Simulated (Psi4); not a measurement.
# C3H3N (Z-propargylimine): MN15/pcseg-1 (sweep point 2)

Aim: the vertical singlet–triplet gap of C3H3N (Z-propargylimine) at MN15/pcseg-1 (sweep point 2), from 2 runs. 

The calculation is run with Psi4 1.11.

**1. Starting point**

C3H3N has 7 atoms, charge 0, and is taken as a singlet. SMILES: `[H]/N=C\C#C`. The shape is that of a PBE0-D4/def2-TZVP optimisation.

Bond lengths: N2–C3 1.269 Å, C3–C4 1.430 Å, C4–C5 1.202 Å, H1–N2 1.021 Å, C3–H6 1.092 Å, C5–H7 1.065 Å. Angles: N2–C3–C4 126.0°, C3–C4–C5 179.5°, N2–C3–H6 118.1°, C4–C3–H6 115.9°, H1–N2–C3 110.5°, C4–C5–H7 179.6°.

**2. The energy at MN15/pcseg-1 (sweep point 2)**

Input file calc.dat:

```
memory 1600 mb

molecule {
  0 1
  H      0.08122043    -3.63135441     0.52305729
  N      1.08067768    -2.67373570     1.86789979
  C      0.98343237    -0.31237173     1.46317714
  C     -0.32248176     0.90003876    -0.56884536
  C     -1.41421434     1.93681810    -2.27022248
  H      1.97754170     0.93934506     2.76774957
  H     -2.38615718     2.84125992    -3.78279706
  units bohr
  symmetry c1
}

set puream true
set scf_type pk
set dft_radial_points 99
set dft_spherical_points 590

energy("mn15/pcseg-1")
```

Run with:

```console
$ psi4 calc.dat calc.out -n 1
```

calc.out, shortened:

```text
[...]
  Running in c1 symmetry.
[...]
  Nuclear repulsion =   90.646063328634895
[...]
  Multiplicity = 1
[...]
  Nalpha       = 14
  Nbeta        = 14
[...]
    Number of basis functions: 71
[...]
   @RKS iter   1:  -170.32037163854642   -5.56645e-01   8.96985e-03 ADIIS/DIIS
[...]
   @RKS iter   9:  -170.54084214308654   -3.29695e-08   7.18853e-07 DIIS
[...]
    Orbital Energies [Eh]
    ---------------------
    Doubly Occupied:
       1A    -14.104322     2A    -10.120484     3A    -10.074287
       4A    -10.068325     5A     -0.973960     6A     -0.824969
       7A     -0.706730     8A     -0.608506     9A     -0.565270
      10A     -0.499598    11A     -0.425096    12A     -0.351151
      13A     -0.329882    14A     -0.328926
[...]
  @RKS Final Energy:  -170.54084214308654
   => Energetics <=
    Nuclear Repulsion Energy =             90.6460633286348951
    One-Electron Energy =                -408.1886969343307783
    Two-Electron Energy =                 160.8236423822366703
    DFT Exchange-Correlation Energy =     -13.8218509196273338
    Empirical Dispersion Energy =           0.0000000000000000
    VV10 Nonlocal Energy =                  0.0000000000000000
    Total Energy =                       -170.5408421430865360
[...]
 Multipole Moments:
 ------------------------------------------------------------------------------------
     Multipole            Electronic (a.u.)      Nuclear  (a.u.)        Total (a.u.)
 ------------------------------------------------------------------------------------
 L = 1.  Multiply by 2.5417464519 to convert [e a0] to [Debye]
 Dipole X            :         -0.0726013           -0.3256763           -0.3982776
 Dipole Y            :          0.2235478            0.2743082            0.4978560
 Dipole Z            :         -0.1305160           -0.5034779           -0.6339939
 Magnitude           :                                                    0.8991295
[...]
```

Run time: 20 s. Hardware: 1 thread of Intel Xeon at 2.70GHz, shared host; peak memory 1.1 GiB.

**3. The triplet, same level**

Input file job.dat:

```
memory 1600 MB

molecule geom {
  0 3
  H      0.08122043    -3.63135441     0.52305729
  N      1.08067768    -2.67373570     1.86789979
  C      0.98343237    -0.31237173     1.46317714
  C     -0.32248176     0.90003876    -0.56884536
  C     -1.41421434     1.93681810    -2.27022248
  H      1.97754170     0.93934506     2.76774957
  H     -2.38615718     2.84125992    -3.78279706
  units bohr
  symmetry c1
}

set basis pcseg-1
set reference uks
set puream true
set scf_type pk
set dft_radial_points 99
set dft_spherical_points 590
set maxiter 100

energy('mn15')
print_variables()
```

Run with:

```console
$ psi4 -i job.dat -o job.out -n 1
```

job.out, shortened:

```text
[...]
  Running in c1 symmetry.
[...]
  Nuclear repulsion =   90.646063328634895
[...]
  Multiplicity = 3
[...]
  Nalpha       = 15
  Nbeta        = 13
[...]
    Number of basis functions: 71
[...]
   @UKS iter   1:  -170.15715082910256   -3.93424e-01   8.53070e-03 DIIS/ADIIS
[...]
   @UKS iter  12:  -170.38727984603099   -2.20308e-08   4.08103e-07 DIIS
[...]
   @S^2 Observed:                2.013056111E+00
[...]
    Orbital Energies [Eh]
    ---------------------
    Alpha Occupied:
       1A    -14.166853     2A    -10.092544     3A    -10.056685
       4A    -10.042283     5A     -1.015788     6A     -0.809908
       7A     -0.714604     8A     -0.627548     9A     -0.552952
      10A     -0.532663    11A     -0.460831    12A     -0.421419
      13A     -0.342753    14A     -0.328707    15A     -0.170893
    Alpha Virtual:
      16A      0.057197    17A      0.104439    18A      0.128086
      19A      0.129364    20A      0.143539    21A      0.287409
      22A      0.295088    23A      0.353171    24A      0.425103
      25A      0.441545    26A      0.459653    27A      0.484014
[...]
  @UKS Final Energy:  -170.38727984603099
   => Energetics <=
    Nuclear Repulsion Energy =             90.6460633286348951
    One-Electron Energy =                -408.0480688613358780
    Two-Electron Energy =                 160.8308240614163367
    DFT Exchange-Correlation Energy =     -13.8160983747463533
    Empirical Dispersion Energy =           0.0000000000000000
    VV10 Nonlocal Energy =                  0.0000000000000000
    Total Energy =                       -170.3872798460309923
[...]
 Multipole Moments:
 ------------------------------------------------------------------------------------
     Multipole            Electronic (a.u.)      Nuclear  (a.u.)        Total (a.u.)
 ------------------------------------------------------------------------------------
 L = 1.  Multiply by 2.5417464519 to convert [e a0] to [Debye]
 Dipole X            :          0.2964701           -0.3256763           -0.0292062
 Dipole Y            :         -0.6984867            0.2743082           -0.4241785
 Dipole Z            :          0.5085192           -0.5034779            0.0050413
 Magnitude           :                                                    0.4252127
[...]
```

Wall time 37 s (1 thread of Intel Xeon at 2.70GHz, shared host); peak memory 1.1 GiB.

**4. Summary of results**

At MN15/pcseg-1 (sweep point 2):

```
                                        quantity          value
                           singlet: total energy  -170.54084 Eh
                          singlet: dipole moment         2.29 D
                            singlet: HOMO energy       -8.95 eV
                            singlet: LUMO energy       -0.81 eV
                          singlet: HOMO–LUMO gap        8.14 eV
                           triplet: total energy  -170.38728 Eh
                          triplet: dipole moment         1.08 D
     triplet: HOMO energy (highest over α and β)       -4.65 eV
      triplet: LUMO energy (lowest over α and β)       -4.61 eV
                                   triplet: ⟨S²⟩          2.013
vertical energy of the triplet above the singlet       4.179 eV
```

**Reading.** At this shape the triplet lies 4.18 eV (96 kcal/mol) above the singlet.
